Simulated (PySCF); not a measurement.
# NaF: one state, many levels of theory

State: ¹Σ⁺ (singlet), closed shell. Set-up: Na x2c-TZVPPall, F x2c-TZVPPall; spin-free X2C with a Gaussian nucleus (PySCF 2.14). De refers to Na + F in their high-spin ground configurations, without counterpoise correction. A positive dipole means Na(−)F(+).

```tsv
Level	Re (Å)	ωe (cm⁻¹)	De (eV)	μ (D)
RHF	1.916	554	2.85	-8.30
RHF-MP2	1.925	541	4.93	n/a
RHF-SCS-MP2	1.927	540	4.77	n/a
RHF-CCSD	1.918	548	4.52	n/a
RHF-CCSD(T)	1.920	545	4.62	n/a
PBE	1.940	520	4.87	-7.56
BP86	1.942	516	4.91	-7.72
r²SCAN	1.927	538	4.77	-7.88
PBE0	1.922	540	4.56	-7.88
r²SCAN0	1.915	550	4.51	-8.01
B97-3	1.931	535	4.77	-8.00
MN15	1.935	524	4.90	-8.11
ωB97M-V	1.925	540	4.81	-7.87
```

**Question.** Which functional lies closest to RHF-CCSD(T) in De, which farthest, and by how much do they differ from it?

**Answer.** Closest is PBE0 (+0.2 pm in Re, -0.9 % in ωe, -0.06 eV in De against RHF-CCSD(T) in the same basis), farthest BP86 (+2.2 pm in Re, -5.3 % in ωe, +0.29 eV in De). CCSD(T) converges more slowly with the basis than the functionals do and binds too weakly in this one, so the order can change at the basis-set limit.

**Question.** What does a quarter of exact exchange do here, going from PBE to PBE0?

**Answer.** PBE0 less PBE: -1.8 pm in Re, +3.8 % in ωe, -0.31 eV in De. Exact exchange removes part of the self-interaction that spreads semilocal densities, and in most molecules shortens and stiffens the bond and lowers De; so it does here.

**Question.** What does the step from GGA to meta-GGA do here, going from PBE to r²SCAN?

**Answer.** r²SCAN less PBE: -1.3 pm in Re, +3.5 % in ωe, -0.10 eV in De. 

Correlated steps freeze 2 core orbitals. Where the molecule has an RHF reference, its open-shell atoms are computed with UHF.

The whole job (state search and all levels along the bond) took about 4.7 min on 1 thread of AMD EPYC 7R43 64-Core (shared host), peak memory 0.98 GiB.
